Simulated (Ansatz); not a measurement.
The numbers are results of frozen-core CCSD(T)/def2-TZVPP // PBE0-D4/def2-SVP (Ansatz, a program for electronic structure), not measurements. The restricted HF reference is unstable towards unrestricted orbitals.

Ansatz 0.2 input:
```yaml
crystal:
  periodic: [false, false, false]
  atoms:
    - { symbol: C, position_ang: [-0.348507, 1.137943, 0.078551] }
    - { symbol: C, position_ang: [-1.285217, 0.108364, 0.035984] }
    - { symbol: C, position_ang: [-0.822291, -1.204628, -0.056023] }
    - { symbol: N, position_ang: [0.467627, -1.52689, -0.1054] }
    - { symbol: C, position_ang: [1.355694, -0.537033, -0.064201] }
    - { symbol: C, position_ang: [1.003947, 0.810036, 0.027413] }
    - { symbol: H, position_ang: [-0.66794, 2.180952, 0.150549] }
    - { symbol: H, position_ang: [-2.357116, 0.315541, 0.073239] }
    - { symbol: H, position_ang: [-1.534126, -2.038123, -0.091566] }
    - { symbol: H, position_ang: [2.412072, -0.82854, -0.106318] }
    - { symbol: H, position_ang: [1.775859, 1.582377, 0.057772] }
basis:
  gaussian: { orbitals: def2-TZVPP }
correlation:
  method: ccsd_t
```

Output:

```
Functional definition: HF
1554 factors; integrals over basis functions are off by at most 1.1e-3 eV
mean field evaluation 1: about -6711.3876 eV, gradient 3.6e1 eV
mean field evaluation 2: about -6711.7461 eV, gradient 3.6e1 eV
mean field evaluation 4: about -6715.2582 eV, gradient 4.8e0 eV
mean field evaluation 8: about -6715.3229 eV, gradient 3.0e-1 eV
mean field evaluation 16: about -6711.3891 eV, gradient 3.6e1 eV
mean field -6715.32343705 eV, -246.7835845017 hartree, gradient 1.7e-6 eV, S^2 0.000000; 0 other end points of the search recorded, 0 dependent functions left out; unrestricted orbitals would lower it
6 core orbitals not correlated
reference -6715.32343705 eV, -246.7835845017 hartree; 15, 15 occupied and 235, 235 virtual orbitals, 1554 factors
second order -26.69102082 eV of doubles, -0.00000000 eV of singles
cycle   1  -26.30029929 eV  change    3.9e-1 eV  update   1.2e-1
cycle   2  -27.04570585 eV  change   -7.5e-1 eV  update   3.9e-2
cycle   3  -27.20189069 eV  change   -1.6e-1 eV  update   1.7e-2
cycle   4  -27.19311684 eV  change    8.8e-3 eV  update   4.8e-3
cycle   5  -27.19441900 eV  change   -1.3e-3 eV  update   2.4e-3
cycle   6  -27.19549326 eV  change   -1.1e-3 eV  update   6.3e-4
cycle   7  -27.19516027 eV  change    3.3e-4 eV  update   3.0e-4
cycle   8  -27.19509812 eV  change    6.2e-5 eV  update   1.0e-4
cycle   9  -27.19513171 eV  change   -3.4e-5 eV  update   3.7e-5
perturbative correction -1.46410846 eV, -0.0538049934 hartree
Total energy: -6743.98267721 eV, -247.8367921520 hartree
```

Cost: around 3 core-minutes (rough).
